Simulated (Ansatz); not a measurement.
# PH2 (SMILES [PH2]): a chain of runs

Aim: a series of 38 runs (UHF/STO-3G, UHF/3-21G, UHF/6-31G*, UB3LYP/6-31G*, UPBE/def2-SVP, UMP2/6-31G*, UB2PLYP/cc-pVTZ, USVWN5/def2-TZVP, and more) of H2P. 

Program for the calculation: Ansatz 0.2.0.

## 1. The molecule

PH2: 3 atoms, total charge 0, spin state doublet. SMILES: `[PH2]`. Geometry: relaxed at PBE0-D4/def2-TZVP. The run starts from this shape.

Bond lengths: P1–H2 1.424 Å, P1–H3 1.424 Å. Angles: H2–P1–H3 91.5°.

## 2. A geometry optimisation at UHF/STO-3G (paw set gaussian, start density atoms) (run 1)

Contents of molecule.yaml:

```yaml
crystal:
  periodic: [false, false, false]
  atoms:
    - {symbol: P, position_ang: [0.525730, -0.309370, 0.258210]}
    - {symbol: H, position_ang: [0.114640, 1.051490, 0.176750]}
    - {symbol: H, position_ang: [-0.640370, -0.742120, -0.434970]}
basis:
  gaussian:
    orbitals: STO-3G
magnetization:
  spin_polarized: true
  initial_magnetization: 1
hamiltonian:
  xc: hf
relax:
  f_tol: 0.002
output: {orbitals: {seedname: orbitals}}
```

Command:

```sh
$ ansatz run molecule.yaml --threads 1 --pin off --max-ram 3480MiB --events-out events.jsonl --progress --plain --runs-dir runs
```

What it wrote:

```text
Warning: RAYON_NUM_THREADS=1 ignored (pool sized by the plan → 1); use --threads N
The last accepted step is kept in runs//last_step.txt (removed where the run ends without a failure and the disk answers)
[... 43 lines left out ...]
Total energy: -9198.24932922 eV, -338.0294280517 hartree
[... 3 lines left out ...]
Dipole moment:    -0.077290     0.045481    -0.037961 e Å
```

It took 1.3 s on 1 thread of Arm Neoverse V2, shared host.

Steps, from the record of the run:

```tsv
step	energy from the first frame kept (eV)	largest force (eV/Å)
1	0.0000	1.5498
2	-0.0402	0.0670
3	-0.0402	0.0486
4	-0.0403	0.0796
5	-0.0404	0.0001
```

After the run. Bond lengths: P1–H2 1.388 Å, P1–H3 1.388 Å. Angles: H2–P1–H3 91.9°.

## 3. The harmonic vibrations at UHF/STO-3G (paw set gaussian, start density atoms) (run 2)

Contents of in.yaml:

```yaml
basis:
  gaussian: {orbitals: STO-3G}
crystal:
  periodic: [false, false, false]
  atoms:
    - {symbol: P, position_ang: [0.510334, -0.300310, 0.250648]}
    - {symbol: H, position_ang: [0.114096, 1.027379, 0.173853]}
    - {symbol: H, position_ang: [-0.624429, -0.727069, -0.424511]}
magnetization: {spin_polarized: true, initial_magnetization: 1}
hamiltonian: {xc: hf}
phonons: {temperatures: {t_min: 298.15, t_max: 298.15, t_step: 1}}
```

Command:

```sh
$ ansatz run in.yaml --threads 1 --pin off --max-ram 3480MiB --events-out events.jsonl --progress --plain --runs-dir runs
```

What it wrote:

```text
Warning: RAYON_NUM_THREADS=1 ignored (pool sized by the plan → 1); use --threads N
[... 44 lines left out ...]
Total energy: -9198.24932922 eV, -338.0294280517 hartree
[... 3 lines left out ...]
Dipole moment:    -0.077290     0.045482    -0.037961 e Å
Vibrations: 1548.23 2996.23 3032.37 cm⁻¹, zero-point energy 0.469704 eV
```

Wall time 0.22 s (1 thread of Arm Neoverse V2, shared host).

Runs 3 to 22 aren't shown in full; the table further down has their settings and results.

## 4. The singlet cation: the energy at UMP2/6-31G(d) (Cartesian functions, paw set gaussian, start density atoms) (run 23)

Contents of run.yaml:

```yaml
crystal:
  periodic: [false, false, false]
  atoms:
    - {symbol: P, position_ang: [0.518828, -0.305309, 0.254820]}
    - {symbol: H, position_ang: [0.120301, 1.054710, 0.180236]}
    - {symbol: H, position_ang: [-0.639129, -0.749401, -0.435066]}
basis:
  gaussian:
    orbitals: "6-31G*"
total_charge: 1
magnetization:
  spin_polarized: true
  initial_magnetization: 0
correlation:
  method: mp2
```

Command:

```sh
$ ansatz run run.yaml --threads 1 --pin off --max-ram 3480MiB --events-out events.jsonl --progress --plain --runs-dir runs
```

What it wrote:

```text
Warning: RAYON_NUM_THREADS=1 ignored (pool sized by the plan → 1); use --threads N
Functional definition: HF
  name "HF"
  exchange = exact_x
  correlation = 0
229 factors; integrals over basis functions are off by at most 7.2e-4 eV
mean field evaluation 1: about -9292.6555 eV, gradient 4.7e0 eV
mean field evaluation 2: about -9292.6579 eV, gradient 4.7e0 eV
mean field evaluation 4: about -9292.8544 eV, gradient 1.8e-1 eV
mean field evaluation 8: about -9292.8548 eV, gradient 1.8e-5 eV
mean field evaluation 16: about -9292.9631 eV, gradient 8.8e-3 eV
mean field -9292.96308007 eV, -341.5100941960 hartree, gradient 2.3e-6 eV, S^2 0.390624; 2 other end points of the search recorded, 0 dependent functions left out
5 core orbitals not correlated: weight in the atoms' cores, before any rotation towards them, 1.000 or more for the frozen orbitals, at most 0.000 for the correlated occupied ones
reference -9292.96308007 eV, -341.5100941960 hartree; 3, 3 occupied and 15, 15 virtual orbitals, 229 factors
second order -1.96080213 eV of doubles, -0.00000000 eV of singles
Total energy: -9294.92388220 eV, -341.5821523452 hartree
```

Run time: 0.1 s. Hardware: 1 thread of Arm Neoverse V2, shared host.

Runs 24 to 37 aren't shown in full; the table further down has their settings and results.

## 5. The singlet cation: a geometry optimisation at UPBE-D3(BJ)/def2-TZVP (paw set gaussian, start density atoms) (run 38)

Contents of job.yaml:

```yaml
crystal:
  periodic: [false, false, false]
  atoms:
    - {symbol: P, position_ang: [0.533127, -0.313723, 0.261843]}
    - {symbol: H, position_ang: [0.112031, 1.056254, 0.175816]}
    - {symbol: H, position_ang: [-0.645158, -0.742531, -0.437669]}
basis:
  gaussian: {orbitals: def2-TZVP}
total_charge: 1
magnetization: {spin_polarized: true, initial_magnetization: 0}
hamiltonian: {xc: pbe, dispersion: d3bj}
relax: {}
```

Command:

```sh
$ ansatz run job.yaml --threads 1 --pin off --max-ram 3480MiB --events-out events.jsonl --progress --plain --runs-dir runs
```

What it wrote:

```text
Warning: RAYON_NUM_THREADS=1 ignored (pool sized by the plan → 1); use --threads N
[... 1 set-up line as earlier in the session ...]
[... 6 lines left out ...]
358 factors; their error is unknown
[... 10 lines left out ...]
358 factors; their error is unknown
[... 6 lines left out ...]
358 factors; their error is unknown
[... 4 lines left out ...]
358 factors; their error is unknown
[... 4 lines left out ...]
Total energy: -9305.84323115 eV, -341.9834310176 hartree
[... 3 lines left out ...]
Dipole moment:    -0.142789     0.084025    -0.070131 e Å
```

Wall time 3.9 s (1 thread of Arm Neoverse V2, shared host); peak memory 0.095 GiB.

Step by step:

```tsv
step	energy from the first frame kept (eV)	largest force (eV/Å)
1	0.0000	0.1731
2	-0.0008	0.0732
3	-0.0009	0.0078
```

After the run. Bond lengths: P1–H2 1.443 Å, P1–H3 1.443 Å. Angles: H2–P1–H3 90.9°.

## 6. Overview of the runs

```tsv
run	level	task	walk f tol	partner	energy (Eh)	dipole moment (D)	⟨S²⟩	wall time
1	UHF/STO-3G (paw set gaussian, start density atoms)	optimise	0.002	base	-338.029428	0.47	0.757	1.3 s
2	UHF/STO-3G (paw set gaussian, start density atoms)	frequencies	–	base	-338.029428	0.47	0.757	0.22 s
3	UHF/STO-3G (paw set gaussian, start density atoms)	energy	–	cation	-337.778829	–	0.321	0.06 s
4	UHF/STO-3G (paw set gaussian, start density atoms)	optimise	–	cation	-337.780259	–	0.384	0.26 s
5	UHF/3-21G (paw set gaussian, start density atoms)	optimise	0.002	base	-340.119606	1.13	0.758	0.38 s
6	UHF/3-21G (paw set gaussian, start density atoms)	frequencies	–	base	-340.119606	1.13	0.758	0.28 s
7	UHF/3-21G (paw set gaussian, start density atoms)	energy	–	cation	-339.771290	–	0.382	0.08 s
8	UHF/3-21G (paw set gaussian, start density atoms)	optimise	–	cation	-339.772691	–	0.473	0.42 s
9	UHF/6-31G* (Cartesian functions, paw set gaussian, start density atoms)	optimise	0.002	base	-341.849600	0.87	0.763	0.56 s
10	UHF/6-31G* (Cartesian functions, paw set gaussian, start density atoms)	frequencies	–	base	-341.849600	0.87	0.763	0.6 s
11	UHF/6-31G* (Cartesian functions, paw set gaussian, start density atoms)	energy	–	cation	-341.510731	–	0.402	0.1 s
12	UHF/6-31G* (Cartesian functions, paw set gaussian, start density atoms)	optimise	–	cation	-341.511833	–	0.476	0.58 s
13	UB3LYP/6-31G* (Cartesian functions, paw set gaussian, start density atoms)	optimise	0.002	base	-342.504217	0.87	0.754	2 s
14	UB3LYP/6-31G* (Cartesian functions, paw set gaussian, start density atoms)	frequencies	–	base	-342.504217	0.87	0.754	2 s
15	UB3LYP/6-31G* (Cartesian functions, paw set gaussian, start density atoms)	energy	–	cation	-342.140084	–	–	0.4 s
16	UB3LYP/6-31G* (Cartesian functions, paw set gaussian, start density atoms)	optimise	–	cation	-342.140092	–	–	1.7 s
17	UPBE/def2-SVP (paw set gaussian, start density atoms)	optimise	0.002	base	-342.228446	0.76	0.754	2.1 s
18	UPBE/def2-SVP (paw set gaussian, start density atoms)	frequencies	–	base	-342.228446	0.76	0.754	1.7 s
19	UPBE/def2-SVP (paw set gaussian, start density atoms)	energy	–	cation	-341.863363	–	–	0.66 s
20	UPBE/def2-SVP (paw set gaussian, start density atoms)	optimise	–	cation	-341.863405	–	–	4.2 s
21	UMP2/6-31G* (Cartesian functions, paw set gaussian, start density atoms)	optimise	0.002	base	-341.935311	0.94	0.763	0.66 s
22	UMP2/6-31G* (Cartesian functions, paw set gaussian, start density atoms)	frequencies	–	base	-341.935311	0.94	0.763	0.78 s
23	UMP2/6-31G* (Cartesian functions, paw set gaussian, start density atoms)	energy	–	cation	-341.582152	–	0.391	0.1 s
24	UMP2/6-31G* (Cartesian functions, paw set gaussian, start density atoms)	optimise	–	cation	-341.582331	–	0.423	0.56 s
25	UB2PLYP/cc-pVTZ (paw set gaussian, start density atoms)	optimise	0.002	base	-342.390740	0.60	0.759	8.1 s
26	UB2PLYP/cc-pVTZ (paw set gaussian, start density atoms)	frequencies	–	base	-342.390740	0.60	0.759	14 s
27	USVWN5/def2-TZVP (paw set gaussian, start density atoms)	optimise	0.002	base	-341.222435	0.66	0.752	1.8 s
28	USVWN5/def2-TZVP (paw set gaussian, start density atoms)	frequencies	–	base	-341.222435	0.66	0.752	1.7 s
29	USVWN5/def2-TZVP (paw set gaussian, start density atoms)	energy	–	cation	-340.855890	–	–	0.34 s
30	USVWN5/def2-TZVP (paw set gaussian, start density atoms)	optimise	–	cation	-340.855970	–	–	1.4 s
31	U-r2SCAN/def2-TZVP (paw set gaussian, start density atoms)	optimise	0.002	base	-342.485207	0.66	0.760	4.5 s
32	U-r2SCAN/def2-TZVP (paw set gaussian, start density atoms)	frequencies	–	base	-342.485207	0.66	0.760	4.8 s
33	U-r2SCAN/def2-TZVP (paw set gaussian, start density atoms)	energy	–	cation	-342.113282	–	0.289	2.6 s
34	U-r2SCAN/def2-TZVP (paw set gaussian, start density atoms)	optimise	–	cation	-342.113803	–	0.373	8.1 s
35	UPBE-D3(BJ)/def2-TZVP (paw set gaussian, start density atoms)	optimise	0.002	base	-342.349147	0.59	0.755	2.6 s
36	UPBE-D3(BJ)/def2-TZVP (paw set gaussian, start density atoms)	frequencies	–	base	-342.349147	0.59	0.755	2.5 s
37	UPBE-D3(BJ)/def2-TZVP (paw set gaussian, start density atoms)	energy	–	cation	-341.983397	–	–	0.9 s
38	UPBE-D3(BJ)/def2-TZVP (paw set gaussian, start density atoms)	optimise	–	cation	-341.983431	–	–	3.9 s
```

## 7. Results

| quantity | value |
| --- | --- |
| singlet cation, run 38: total energy at the end | -341.98343 Eh |
| singlet cation, run 38: dispersion energy | -2.31 kJ/mol |
| vertical ionisation energy (to the singlet cation), UHF/6-31G* | 9.221 eV |
| vertical ionisation energy (to the singlet cation), UB3LYP/6-31G* | 9.909 eV |
| vertical ionisation energy (to the singlet cation), UPBE/def2-SVP | 9.934 eV |
| vertical ionisation energy (to the singlet cation), UMP2/6-31G* | 9.610 eV |
| vertical ionisation energy (to the singlet cation), UPBE-D3(BJ)/def2-TZVP | 9.953 eV |
| adiabatic ionisation energy (to the singlet cation, no zero-point term), UHF/STO-3G | 6.780 eV |
| adiabatic ionisation energy (to the singlet cation, no zero-point term), UHF/3-21G | 9.440 eV |
| adiabatic ionisation energy (to the singlet cation, no zero-point term), UPBE-D3(BJ)/def2-TZVP | 9.952 eV |

At UHF/6-31G*: the vertical ionisation energy comes to 9.22 eV (890 kJ/mol). Only the singlet of the ionised species was computed; a triplet could lie lower. Its partner is spin-contaminated (⟨S²⟩ = 0.40 against 0.00), so the difference is in doubt. At UB3LYP/6-31G*: the vertical ionisation energy comes to 9.91 eV (956 kJ/mol). At UPBE/def2-SVP: the vertical ionisation energy comes to 9.93 eV (229 kcal/mol). At UMP2/6-31G*: removing an electron at fixed nuclei costs 9.61 eV (222 kcal/mol). Totals of different functionals can't be ranked against each other. In runs 1, 2, 3, 4 the basis is minimal, so the values are rough. Spin contamination of the reference: run 12 ⟨S²⟩ = 0.48, run 8 ⟨S²⟩ = 0.47, run 24 ⟨S²⟩ = 0.42, run 11 ⟨S²⟩ = 0.40, run 23 ⟨S²⟩ = 0.39, run 4 ⟨S²⟩ = 0.38 (the largest). All runs together took 79 s, the longest 14 s.
